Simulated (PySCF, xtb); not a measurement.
chloroform (CHCl3), SMILES ClC(Cl)Cl.

Harmonic wavenumbers (cm⁻¹) from GFN2-xTB (xtb 6.7.1) at its own minimum, in rising order: 227, 227, 334, 641, 641, 642, 1120, 1120, 2933.

Task: What does PBE0-D3(BJ)/def2-SVP (PySCF 2.14.0) give at its own minimum? (An estimate is asked for; the answer gives what the named calculation found.)

Result: 262, 262, 374, 687, 785, 786, 1229, 1229, 3189. Paired by order, the mean absolute difference is 102 cm⁻¹ and the zero-point energies are 11.3 and 12.6 kcal/mol.
